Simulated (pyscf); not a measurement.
Structures and frequencies: ωB97X-D3(BJ)/def2-SVP in PySCF.

For `[OH][Ga]([PH2])[PH2]` + `[H][H]` -> `[PH2][GaH][PH2]` + `[OH2]`, a four-centre exchange (singlet surface; Ga–O, H–H broken, Ga–H, H–O formed), PBE/def2-TZVP gives ΔE‡ = 0.89 eV and ΔE = +0.50 eV (zero: the separated reactants). In which direction and how far do r²SCAN/def2-TZVP, M06-2X/def2-TZVP, ωB97M-D3(BJ)/def2-TZVP move these?

r²SCAN: ΔE‡ = 0.94 eV, ΔE = +0.57 eV; M06-2X: ΔE‡ = 1.09 eV, ΔE = +0.68 eV; ωB97M-D3(BJ): ΔE‡ = 1.04 eV, ΔE = +0.47 eV. PBE's barrier lies under all of them, by 0.04 to 0.20 eV. Its reaction energy lies among theirs. On the product side the descent ends in an adduct with a Ga–O contact, 0.64 eV under the separated species and 1.16 eV under the saddle at ωB97X-D3(BJ)/def2-TZVP. What is counted as broken (Ga–O) persists as a longer contact in the product adduct; parting that adduct is a step of its own. At the saddle there is also a short Ga–H contact that neither side keeps. One saddle was located; it need not be the lowest between these sides. Elements up to Kr have no core potential and no relativistic terms here.
